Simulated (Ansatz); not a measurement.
Start from `C=C(F)CCl` and change one atom or group to get `C=C(O)CCl`.

Ansatz, PBE0-D4/def2-TZVP geometries, multiplicity 1. Each molecule was computed in one conformer, which needn't be the lowest.

```
                                          property  `C=C(F)CCl`
                 HOMO energy (PBE/def2-TZVPP) / eV        -6.64
                 LUMO energy (PBE/def2-TZVPP) / eV        -1.56
                LUMO energy (PBE0/def2-TZVPP) / eV        -0.54
           HOMO–LUMO gap (ωB97M-V/def2-TZVPP) / eV        11.73
  size of the dipole moment (B3LYP/def2-TZVPP) / D         2.33
size of the dipole moment (ωB97M-V/def2-TZVPP) / D         2.31
```

Task: What does the change do to each property? (An estimate is asked.)

Result: The calculation gave: 
| property | `C=C(O)CCl` | shift |
| --- | --- | --- |
| HOMO energy (PBE/def2-TZVPP) / eV | -5.87 | 0.77 |
| LUMO energy (PBE/def2-TZVPP) / eV | -1.18 | 0.38 |
| LUMO energy (PBE0/def2-TZVPP) / eV | -0.16 | 0.38 |
| HOMO–LUMO gap (ωB97M-V/def2-TZVPP) / eV | 11.29 | -0.44 |
| size of the dipole moment (B3LYP/def2-TZVPP) / D | 2.41 | 0.08 |
| size of the dipole moment (ωB97M-V/def2-TZVPP) / D | 2.38 | 0.07 |

With PBE0 the HOMO rises by 0.79 eV and the LUMO rises by 0.38 eV, so the gap narrows by about 0.41 eV. PBE moves the HOMO by 0.77 eV and ωB97M-V by 0.79 eV. The zero-point energy changes by 33.1 kJ/mol with +3 modes. Dipoles are sizes alone; their direction can turn.

B3LYP here is the variant with VWN-RPA as its local correlation; programs differ in this.
